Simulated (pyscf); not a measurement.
This saddle point was located with ωB97X-D3(BJ)/def2-SVP in PySCF.

```xyz
10

O      0.4427    -0.6317    -0.6375
P      1.3314     0.9586     0.4329
O      2.7110     0.0662     0.4018
O      1.1366     0.7172     2.0563
H      0.7119    -0.8918    -1.5286
H      2.7375    -0.6140     1.0929
H      0.2373     0.9674     2.3101
Si    -1.0071     0.3237    -0.2167
H     -2.0682    -0.7064     0.0683
H     -1.4379     0.9452    -1.5191
```

Surface: singlet, charge 0. Lowest wavenumbers (cm⁻¹): 336i, 95, 190, 257, 278.

Task: Which two sides does it connect, and which bonds change?

Result: HO–P(OH)–OH (SMILES OP(O)O) + SiH₂ (SMILES [SiH2]) [singlet] ⇌ HO–SiH₂–P(OH)–OH (SMILES O[SiH2]P(O)O), an insertion read from left to right: O–P broken and O–Si, P–Si formed. At ωB97M-D3(BJ)/def2-TZVP it lies -20.3 kJ/mol from the left side and +214.3 kJ/mol from the right (each side as separated species at their lowest minima found). On the reactant side the descent ends in an adduct with a O–Si contact (not fully relaxed), 106.1 kJ/mol under the separated species and 67.1 kJ/mol under the saddle at ωB97X-D3(BJ)/def2-TZVP. At ωB97M-D3(BJ) the saddle lies under the separated reactants, which points to a path from their complex (located at ωB97X-D3(BJ) alone). What is counted as formed (O–Si) is already present as a longer contact in the reactant adduct; forming that adduct is a step of its own. At ωB97X-D3(BJ)/def2-TZVP the barrier from the zero used here is -39.1 kJ/mol. HO–SiH₂–P(OH)–OH lies 89.8 kJ/mol over its isomer HO–P(OH)–O–SiH₃ (electronic energy, ωB97M-D3(BJ)/def2-TZVP). One saddle was located; it need not be the lowest between these sides.
